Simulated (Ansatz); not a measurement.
Reaction (hydrogen abstraction from the O–H bond): `[OH][AlH][Cl]` + `[SiH3]`• → `[O][AlH][Cl]`• + SiH₄

Calculated with Ansatz (gas phase, PBE0-D4/def2-TZVP geometries, no zero-point term in ΔE). CCSD(T)/CBS is the MP2 limit (def2-TZVPP, def2-QZVPP) plus CCSD(T) − MP2 in def2-TZVPP, frozen cores. This one scheme is used for every species. Functionals use def2-TZVPP. Open shells (•) are unrestricted, without spin–orbit coupling. One conformer a species, not always the lowest.

`[OH][AlH][Cl]`:

Z-matrix (Å, degrees):
```
Al
O 1 1.684
Cl 1 2.096 2 119.8
H 1 1.563 2 119.3 3 180.0
H 2 0.956 1 124.3 3 0.0
```

`[SiH3]`•:

```xyz
4

Si   -0.126   -0.311   -0.031
H    -1.026    0.616   -0.766
H     1.238   -0.318   -0.621
H    -0.085    0.014    1.418
```

`[O][AlH][Cl]`•:

Cartesian coordinates in Å:
```
O -0.984 0.193 1.397
Al 0.105 0.006 0.067
Cl -0.766 -0.204 -1.812
H 1.645 0.005 0.348
```

SiH₄:

Z-matrix (Å, degrees):
```
Si
H 1 1.485
H 1 1.485 2 109.5
H 1 1.485 2 109.5 3 -120.0
H 1 1.485 2 109.5 3 120.0
```

```tsv
level	ΔE (kcal/mol)	difference from CCSD(T)/CBS
LDA (SPW92)	42.3	8.8
r2SCAN-D4	32.7	-0.8
revPBE	32.5	-1.0
r2SCAN	32.7	-0.8
r2SCANh	32.2	-1.3
RPA@PBE/def2-TZVPP	28.9	-4.6
CCSD/def2-SVP	29.4	-4.1
MP2/def2-TZVPP	39.2	5.7
SCS-MP2/def2-TZVPP	34.3	0.8
HF/CBS(def2)	16.4	-17.1
CCSD(T)/CBS	33.5	0
```

Largest T1 diagnostic among the species: 0.015.

In def2-TZVPP, CCSD(T) changes the Hartree–Fock value by +15.6 kcal/mol (the triples alone add +1.4 kcal/mol) and MP2 by +22.8 kcal/mol. From r2SCAN to r2SCAN0 (25 % exact exchange), in def2-TZVPP and without D4, ΔE moves by −1.5 kcal/mol. Leaving LDA and LC-ωPBE aside and taking each functional with its dispersion term where it has one, the values, not all of them listed here, spread over 8.2 kcal/mol, from BHLYP-D4 to PBE-D4. LDA lies +7.8 kcal/mol from PBE without D4.
